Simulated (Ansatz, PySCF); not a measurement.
Complex: C5H10 (SMILES C1CCCC1) (first 15 atoms) with C5H12 (SMILES CC(C)(C)C); geometry from S66by8 set.
(charge 0, multiplicity 1):
```xyz
32

C      0.79282    -1.03300    -3.00808
H      0.84646    -1.13299    -4.09383
H      1.48431    -1.75511    -2.57610
C      1.10980     0.41401    -2.59616
H      1.83105     0.87920    -3.26536
H      1.54848     0.42888    -1.59873
C     -0.25165     1.15475    -2.59284
H     -0.26517     1.98992    -3.29049
H     -0.45590     1.56605    -1.60483
C     -1.30581     0.09287    -2.95651
H     -1.48065     0.09430    -4.03382
H     -2.26383     0.26710    -2.46866
C     -0.65397    -1.23101    -2.55951
H     -1.13153    -2.09857    -3.01282
H     -0.69311    -1.35623    -1.47560
C      0.05937     0.11561     2.66464
C     -0.03698    -0.03647     4.18028
H      0.95557    -0.05194     4.63264
H     -0.59590     0.79141     4.61872
H     -0.54414    -0.96514     4.44563
C      0.77342     1.42252     2.32902
H      0.85494     1.55602     1.24934
H      0.22995     2.27721     2.73452
H      1.78102     1.43317     2.74725
C     -1.34565     0.13544     2.06732
H     -1.30871     0.25263     0.98347
H     -1.92794     0.96286     2.47567
H     -1.87555    -0.79235     2.28865
C      0.84727    -1.05787     2.08731
H      0.35205    -2.00486     2.30755
H      0.94211    -0.97069     1.00417
H      1.85198    -1.09527     2.51105
```

Monomers are frozen at their geometry in the pair; levels with a basis set take the counterpoise correction. Rows marked so take none.

Rows in 3-21G, 6-31G*, STO-3G carry no dispersion term and start afresh at each structure (6-31G* with six Cartesian d functions).

The values were computed with Ansatz (Gaussian orbitals); PySCF for 3-21G rows, 6-31G* rows, STO-3G rows, the dispersion terms. Each number belongs to the level named beside it.

```
level                            interaction energy (kJ/mol)
-------------------------------  ---------------------------
HF/STO-3G (no counterpoise)                              0.3
HF/3-21G (no counterpoise)                              -2.0
PBE/def2-TZVPPD                                         -1.8
PBE-D3(BJ)/def2-TZVPPD                                  -7.6
BP86/6-31G* (no counterpoise)                              …
r2SCAN/def2-TZVPPD                                      -2.0
r2SCAN-D3(BJ)/def2-TZVPPD                                  …
B3LYP-D4/def2-TZVPPD                                    -5.3
M06-2X/6-31G* (no counterpoise)                         -5.1
```

### Question
Complete the blanks.

### Answer

- BP86/6-31G* (no counterpoise), interaction energy (kJ/mol): 1.3
- r2SCAN-D3(BJ)/def2-TZVPPD, interaction energy (kJ/mol): -5.9

Ansatz is a quantum-chemistry and plane-wave program.
